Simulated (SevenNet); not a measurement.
**bcc Ta**

These are the machine-learned potential SevenNet-0 (trained on PBE and PBE+U data) values and carry that method's errors.

Cell: relaxed at this level.

For bcc Ta, the equilibrium lattice constant a is 3.320 Å, the equilibrium volume per atom comes out as 18.30 Å³/atom and the bulk modulus is 197 GPa. The elastic constant C11 is 227 GPa and the elastic constant C12 comes out as 183 GPa. The elastic constant C44 is 6.13 GPa. The vacancy formation energy comes out as 2.59 eV.

Measured, for comparison: lattice constant a 3.299 Å, equilibrium volume per atom 17.95 Å³/atom (static lattice: zero-point anharmonic expansion removed; as tabulated in Mejia-Rodriguez and Trickey (2018), arXiv:1807.09216); elastic constant C11 266 GPa, elastic constant C12 158 GPa, elastic constant C44 87.4 GPa (0 K, extrapolated to 0 K; zero-point effects included; as tabulated in Wang et al. (2022), arXiv:2209.12322); vacancy formation energy 2.9 ± 0.4 eV (not corrected to a static lattice, monovacancy, our sources range from 2.65 to 3.00; as tabulated in Mehl and Papaconstantopoulos (1996), arXiv:mtrl-th/9602003). Computed (rounded) less measured: lattice constant a +0.6 %, equilibrium volume per atom +1.9 %, elastic constant C11 -15 %, elastic constant C12 +16 %, elastic constant C44 -93 %, vacancy formation energy not scored (sources differ).

A machine-learned potential is trained on density-functional data: it inherits that level's misses and adds fitting errors of its own.

Elastic constants are with the ions relaxed.
